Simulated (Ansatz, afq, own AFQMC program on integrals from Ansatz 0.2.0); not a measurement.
Two steps: Ansatz 0.2.0 writes the Fock matrix and Cholesky factors of the valence space, and afq projects on them the lowest state that overlaps trial and start.

```yaml
crystal:
  periodic: [false, false, false]
  atoms:
    - {symbol: Ge, position_ang: [0.000000, -0.029158, 0.300919]}
    - {symbol: N, position_ang: [0.000000, 0.038514, -1.592101]}
    - {symbol: H, position_ang: [0.000000, 1.566135, 0.437823]}
basis:
  gaussian: {orbitals: cc-pVTZ}
magnetization: {spin_polarized: true, initial_magnetization: 4}
correlation: {method: ccsd_t, electrons: outside_noble_gas, hamiltonian_folder: ham}
```

```sh
$ ansatz run in.yaml --threads 1 --pin off --events-out ev --progress --plain --max-ram 16896MiB --backend cuda --devices 0, --max-vram 18GiB
```

afq runs on the folder ham with

```
--method phaseless --trial hf --walkers 1200 --populations 20 --least-time 40 --time-step 0.005 --steps-per-block 20 --equilibration-blocks 112 --max-blocks 4000 --target-error 0.0009500 --factor-cut 1e-05 --start spin_pure --seed 9499 --taylor-order 6
```

Times are imaginary, in 1/Eh. The walk had a cap of 91 s. With eight or more populations the least sampling time is a fifth of least-time, and the error comes from their spread. Filled inner d shells are frozen with the cores.

Log:

```
orbitals 72  electrons 7 3  factors 491 of 538
reference energy -2130.30909416 Eh
CCSD correlation -0.23014147 Eh in 17 cycles, weight of the determinant in the CISD state 0.8894
energy of the start -2130.310087 Eh
 block  time / (1/Eh)  mean weight  energy / Eh
     1     0.100  1.0012  -2130.371259
     2     0.200  1.0015  -2130.412842
     3     0.300  1.0014  -2130.440180
     4     0.400  1.0016  -2130.461441
     5     0.500  1.0008  -2130.476105
    10     1.000  1.0014  -2130.517817
    49     4.900  1.0000  -2130.541033
    89     8.900  0.9997  -2130.540526
   129    12.900  1.0005  -2130.538530
   169    16.900  1.0000  -2130.535118
   209    20.900  0.9995  -2130.542902
   249    24.900  0.9988  -2130.545538
   273    27.300  0.9995  -2130.533263
   289    28.900  0.9997  -2130.545471
   305    30.500  0.9995  -2130.555762
   329    32.900  0.9998  -2130.545010
   337    33.700  0.9995  -2130.536060
error from the spread of 20 populations
energy -2130.545556 +/- 0.000940 Eh
(rows thinned)
```

The run passed its tests (sampling time, drift between the halves within three errors, error under three times the target), which doesn't prove that it has relaxed.

Against this walk (error 25.6 meV) on the same determinant: CCSD(T) 60.5 meV lower, CCSDT(Q) 111.5 meV lower, a separate phaseless walk with a CISD trial and standard settings 86.3 ± 26.0 meV lower. The error is statistical and leaves out the bias of the constraint. CCSDT(Q) is the surest value here, so the walk's 111 meV above it is most likely the bias of the constraint with this trial, which can have either sign.

Cautions: constraint bias not in the error; no relativity below Rb; no spin-orbit coupling; inner d shell frozen; another spin lies lower (by 1.91 eV).

The walk took 64 s on 1 × NVIDIA H100 80GB HBM3 with 2 threads of AMD EPYC 7R13 Processor (Zen 3), on a shared host (the card was shared). The log's last line is the phaseless energy.

CCSDT and higher add their correlation energy to the determinant of the CCSD(T) run, since their own runs factorise the integrals more tightly (a shift of under 2 meV). A walk keeps the symmetry of its determinant, which the program's search chose and which needn't be the lowest solution, so a lower state of the same spin and another symmetry isn't excluded.
